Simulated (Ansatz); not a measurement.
# CH3B (SMILES B[CH]): USVWN5/STO-3G

Aim: the energy change on altering one bond length of CH3B at USVWN5/STO-3G, from 2 runs. 

The calculation is run with Ansatz 0.2.0.

49 further runs of the same task are left out: 3 that didn't finish, 46 set aside as unsound or not needed.

### Step 1. The system as given

CH3B has 5 atoms, charge 0, and is taken as a triplet. As SMILES, `B[CH]`. The coordinates come from a GFN2-xTB relaxation.

Bond lengths: B1–C2 1.463 Å, B1–H3 1.182 Å, B1–H4 1.174 Å, C2–H5 1.068 Å. Angles: B1–C2–H5 150.8°, C2–B1–H3 120.4°, C2–B1–H4 121.9°, H3–B1–H4 117.7°.

### Step 2. A single-point energy at USVWN5/STO-3G

Input file job.yaml:

```yaml
crystal:
  periodic: [false, false, false]
  atoms:
    - symbol: B
      position_ang: [-0.352450, -0.401400, -0.071360]
    - symbol: C
      position_ang: [0.507540, 0.779550, -0.141970]
    - symbol: H
      position_ang: [-0.308550, -1.118250, 0.866820]
    - symbol: H
      position_ang: [-1.104620, -0.672740, -0.931370]
    - symbol: H
      position_ang: [1.258080, 1.412850, 0.277880]
basis:
  gaussian: {orbitals: STO-3G}
magnetization: {spin_polarized: true, initial_magnetization: 2}
hamiltonian: {xc: {name: SVWN5}}
accuracy: high
```

The run is started by

```bash
$ ansatz run job.yaml --threads 1 --pin off --max-ram 2610MiB --events-out events.jsonl --progress --plain --runs-dir runs
```

Output:

```text
Warning: RAYON_NUM_THREADS=1 ignored (pool sized by the plan → 1); use --threads N
Functional definition: SVWN5
  name "SVWN5"
  exchange = slater_x
  correlation = vwn5_c
209 factors; integrals over basis functions are off by at most 6.1e-9 eV
mean field evaluation 1: about -1717.0239 eV, gradient 3.6e0 eV
mean field evaluation 2: about -1717.1260 eV, gradient 2.5e0 eV
mean field evaluation 4: about -1717.1821 eV, gradient 2.4e-1 eV
mean field evaluation 8: about -1717.1248 eV, gradient 9.7e-4 eV
mean field evaluation 16: about -1717.1248 eV, gradient 7.3e-8 eV
mean field -1717.12484600 eV, -63.1031741816 hartree, gradient 7.3e-8 eV, S^2 2.003409; 0 other end points of the search recorded, 0 dependent functions left out
reference -1717.12484767 eV, -63.1031742428 hartree; 8, 6 occupied and 5, 7 virtual orbitals, 209 factors
Total energy: -1717.12484767 eV, -63.1031742428 hartree
```

Run time: 0.66 s. Hardware: 1 thread of Arm Neoverse V1, shared host; peak memory 0.094 GiB.

### Step 3. The distorted shape, same level

Input file run.yaml:

```yaml
crystal:
  periodic: [false, false, false]
  atoms:
    - symbol: B
      position_ang: [-0.567474, -0.696673, -0.053705]
    - symbol: C
      position_ang: [0.507540, 0.779550, -0.141970]
    - symbol: H
      position_ang: [-0.523574, -1.413523, 0.884475]
    - symbol: H
      position_ang: [-1.319644, -0.968013, -0.913715]
    - symbol: H
      position_ang: [1.258080, 1.412850, 0.277880]
basis:
  gaussian:
    orbitals: STO-3G
magnetization:
  spin_polarized: true
  initial_magnetization: 2
accuracy: high
hamiltonian:
  xc: {name: SVWN5}
```

The run is started by

```bash
$ ansatz run run.yaml --threads 1 --pin off --max-ram 2610MiB --events-out events.jsonl --progress --plain --runs-dir runs
```

Output:

```text
Warning: RAYON_NUM_THREADS=1 ignored (pool sized by the plan → 1); use --threads N
[... 4 set-up lines as earlier in the session ...]
206 factors; integrals over basis functions are off by at most 8.4e-9 eV
mean field evaluation 1: about -1715.6123 eV, gradient 4.6e0 eV
mean field evaluation 2: about -1715.7282 eV, gradient 3.4e0 eV
mean field evaluation 4: about -1715.8189 eV, gradient 2.4e-1 eV
mean field evaluation 8: about -1715.7417 eV, gradient 1.2e-2 eV
mean field evaluation 16: about -1715.7417 eV, gradient 1.6e-7 eV
mean field -1715.74173191 eV, -63.0523456761 hartree, gradient 1.9e-8 eV, S^2 2.006162; 0 other end points of the search recorded, 0 dependent functions left out
reference -1715.74173362 eV, -63.0523457391 hartree; 8, 6 occupied and 5, 7 virtual orbitals, 206 factors
Total energy: -1715.74173362 eV, -63.0523457391 hartree
```

Wall time 0.67 s (1 thread of Arm Neoverse V1, shared host); peak memory 0.094 GiB.

### Step 4. What came out

Level: USVWN5/STO-3G.

```
                                                         quantity         value
                                        first shape: total energy  -63.10317 Eh
                                                first shape: ⟨S²⟩         2.003
                                    distorted shape: total energy  -63.05235 Eh
                                            distorted shape: ⟨S²⟩         2.006
energy change with the B1–C2 bond stretched from 1.463 to 1.828 Å      1.383 eV
```

What this shows: With the B1–C2 bond stretched from 1.463 to 1.828 Å the energy rises by 1.38 eV (133 kJ/mol). The first shape isn't relaxed at this level, so the change isn't measured from a minimum. The minimal basis adds a large error of its own.
